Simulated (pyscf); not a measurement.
## Four-centre exchange: F–W(F)(F)(F)(F)–NH–SiH₃ + H₂ → H₂N–SiH₃ + F–WH(F)(F)(F)–F

Gas phase, singlet surface, charge 0. Bonds broken: N1–W2, H8–H11. Bonds formed: N1–H8, W2–H11. Optimised with ωB97X-D3(BJ)/def2-SVP in PySCF.

Transition state (Å):

```xyz
14

N      0.0801     0.1664    -1.0556
W      1.1794    -0.5645     0.5489
F      0.9950    -1.7580     1.9780
F      1.4584    -2.1538    -0.3859
F      2.5262    -0.0290    -0.6407
F      2.3921     0.2139     1.7161
F     -0.0097     0.6260     1.3739
H     -0.5304    -0.8912    -0.3758
H      0.5837     0.0061    -1.9293
Si    -1.0458     1.5457    -1.0289
H     -0.5248    -1.4016     0.4201
H     -1.3760     1.8040    -2.4571
H     -2.2651     1.1471    -0.2805
H     -0.4219     2.7507    -0.4274
```

One imaginary mode, 1210i cm⁻¹; descent along it reached the two sides named, in the forms told below.

| bond | change | reactant side (Å) | saddle | product side |
|---|---|---|---|---|
| N1–W2 | breaks | 1.922 | 2.078 | 2.265 |
| H8–H11 | breaks | 0.760 | 0.945 | 2.333 |
| N1–H8 | forms | 4.8 | 1.398 | 1.023 |
| W2–H11 | forms | 3.9 | 1.903 | 1.684 |

Electronic energies relative to the separated reactants (kcal/mol):

| level | barrier | reaction energy | reverse barrier |
|---|---|---|---|
| ωB97X-D3(BJ)/def2-TZVP | 39.0 | +29.4 | 9.6 |
| PBE/def2-TZVP | 33.4 | +24.1 | 9.3 |
| r²SCAN/def2-TZVP | 33.8 | +27.6 | 6.3 |
| B3LYP-D3(BJ)/def2-TZVP | 38.7 | +27.4 | 11.3 |
| PBE0-D3(BJ)/def2-TZVP | 33.3 | +25.2 | 8.1 |
| M06-2X/def2-TZVP | 38.4 | +27.6 | 10.9 |
| ωB97M-D3(BJ)/def2-TZVP | 37.1 | +23.8 | 13.3 |
| HF/def2-TZVP | 52.4 | +19.6 | 32.8 |

With ωB97M-D3(BJ)/def2-TZVP energies and thermal terms (ideal gas, 1 atm, RRHO with modes under 100 cm⁻¹ raised to 100, one conformer, R ln 2 for chiral ones without a mode under 150 cm⁻¹), in kcal/mol:

```csv
T (K),ΔH‡,ΔG‡,ΔH,ΔG
298,39.3,49.3,+27.1,+23.2
600,38.0,60.0,+25.5,+19.8
900,37.5,71.1,+24.4,+17.2
1200,37.5,82.4,+23.6,+14.9
```

On the product side the descent ends in an adduct with a N–W contact, 27.3 kcal/mol under the separated species and 36.9 kcal/mol under the saddle at ωB97X-D3(BJ)/def2-TZVP. What is counted as broken (N–W) persists as a longer contact in the product adduct; parting that adduct is a step of its own. At the saddle there is also a short H–W contact that neither side keeps. One saddle was located; it need not be the lowest between these sides. Elements past Kr carry the def2 core potentials, without spin-orbit coupling.
